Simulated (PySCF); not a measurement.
Induced dipoles and field energies

Compound: 2-chloro-3-methylbutane, C5H11Cl.
Structure used (GFN2-xTB), in Å, numbered top down from 1:
```
atom  x, y, z in Å
C1    -1.4785    1.2233   -0.1479
C2    -0.4419    0.2236    0.3632
C3    -0.9849   -1.1989    0.2182
C4     0.8798    0.3777   -0.3950
C5     1.9607   -0.6040    0.0242
Cl6    1.5201    2.0371   -0.1230
H7    -2.4077    1.1155    0.4062
H8    -1.6832    1.0502   -1.2027
H9    -1.1249    2.2437   -0.0275
H10   -0.2538    0.4233    1.4237
H11   -1.9810   -1.2545    0.6505
H12   -1.0529   -1.4756   -0.8318
H13   -0.3548   -1.9206    0.7303
H14    0.7012    0.3101   -1.4722
H15    2.0985   -0.5803    1.1031
H16    1.6914   -1.6126   -0.2790
H17    2.9048   -0.3461   -0.4503
```

Level: PBE0/def2-SVPD (PySCF); nuclei fixed, core orbitals frozen in the response. Permanent dipole (-0.874, -2.029, -0.090) D (1 au = 2.5417 D). Static polarisability (au):

```
x   80.61  3.24 -0.40
y    3.24 82.48 -1.14
z   -0.40 -1.14 64.49
```

Only the terms in μ and α are kept: μ(F) = μ + αF and ΔE = −μ·F − ½ F·αF.

(1) Apply 0.005 au along ±x, ±y and ±z in turn. Tabulate induced and total dipoles and both energy terms.

(2) For the field (-0.0030, 0.0025, 0.0010) au, what is the induced dipole, and what angle does it make with the field?

(3) Which field along μ doubles the dipole in that direction (linear response)?

(4) What field makes μF equal to kT at 400 K?

(5) A unit point charge sits 18 Å away. Estimate the induction energy −αe²/2R⁴ with the mean polarisability, treating the molecule as a point.

Answers

(1) 
| field along | induced x (D) | induced y (D) | induced z (D) | total size (D) | −μ·F (kJ/mol) | −½F·αF (kJ/mol) |
| --- | --- | --- | --- | --- | --- | --- |
| +x | 1.024 | 0.041 | -0.005 | 1.996 | +4.514 | -2.646 |
| −x | -1.024 | -0.041 | 0.005 | 2.810 | -4.514 | -2.646 |
| +y | 0.041 | 1.048 | -0.014 | 1.291 | +10.479 | -2.707 |
| −y | -0.041 | -1.048 | 0.014 | 3.211 | -10.479 | -2.707 |
| +z | -0.005 | -0.014 | 0.820 | 2.341 | +0.465 | -2.116 |
| −z | 0.005 | 0.014 | -0.820 | 2.375 | -0.465 | -2.116 |

(2) αF = (-0.595, 0.497, 0.160) D, at 2.7° to the field. The polarisability along this direction, F·αF/F², is 77.14 au, against a mean of 75.86 au.

(3) The polarisability along the dipole is 84.41 au, so F = 0.8699 au / 84.41 au = 0.0103 au = 0.53 V/Å; higher-order terms are ignored.

(4) kT = 1.2667 × 10⁻³ Eh, so F = 0.00146 au = 7.49 MV/cm.

(5) R = 34.02 bohr, so the energy is −75.9/(2 × 34.02⁴) Eh = -0.0744 kJ/mol. The charge–dipole term at its most favourable orientation, −μe/R², is -1.97 kJ/mol.

Geometry: GFN2-xTB, one conformer, isolated molecule.

The run behind these numbers computed excited states as well. The run took 37 s of wall time (grids of density and orbitals included) on one thread of an Arm Neoverse V1, shared host, and the process peaked at 0.87 GiB of memory.
